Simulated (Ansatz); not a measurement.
# The standard entropy of C2H6S2 (1,2-ethanedithiol) from a frequency calculation

A singlet with charge 0, relaxed at PBE0-D4/def2-TZVP (Ansatz 0.2.0):

```xyz
10

S     1.8456   -1.0092    0.7139
C     0.3625   -0.6156   -0.2509
C    -0.3625    0.6156    0.2509
S    -1.8456    1.0092   -0.7139
H     2.5630    0.0652    0.3475
H    -0.2729   -1.4989   -0.1522
H     0.6150   -0.5177   -1.3072
H    -0.6150    0.5177    1.3072
H     0.2729    1.4989    0.1522
H    -2.5630   -0.0652   -0.3475
```

Harmonic wavenumbers in cm⁻¹: 107, 196, 226, 236, 306, 698, 726, 742, 827, 899, 1046, 1088, 1166, 1243, 1300, 1315, 1460, 1466, 2706, 2706, 3076, 3086, 3123, 3147.

Masses in u: S 32.06, C 12.011, H 1.008. Take T = 298.15 K, p = 1 bar, R = 8.3145 J/(mol K), kT/hc = 207.22 cm⁻¹, rigid rotor and harmonic oscillator.

**Question.** Work out S° at 298 K.

**Answer.** 
1. Translation (Sackur–Tetrode): S = R[3/2 ln M + 5/2 ln T − 1.1517] with M = 94.19 gives 165.5 J/(mol K).
2. Rotation: principal moments 20.119, 338.827, 347.321 u Å² give A, B, C = 0.8379, 0.0498, 0.0485 cm⁻¹; the symmetry number is σ = 1; q = (√π/σ)√((kT/hc)³/ABC) = 117528; S = R(ln q + 3/2) = 109.5.
3. Vibration: with u = ν̃/207.22, each mode gives R[u/(eᵘ − 1) − ln(1 − e⁻ᵘ)]; the sum is 50.6, most from 107 cm⁻¹ (13.9), 196 cm⁻¹ (9.1), 226 cm⁻¹ (8.0).
4. Electronic: R ln 1 = 0.0, from the spin multiplicity alone.
5. Sum: 165.5 + 109.5 + 50.6 + 0.0 = 325.6 J/(mol K).

No measured value is set beside it here. Where a soft mode is a torsion, a harmonic oscillator describes it poorly.
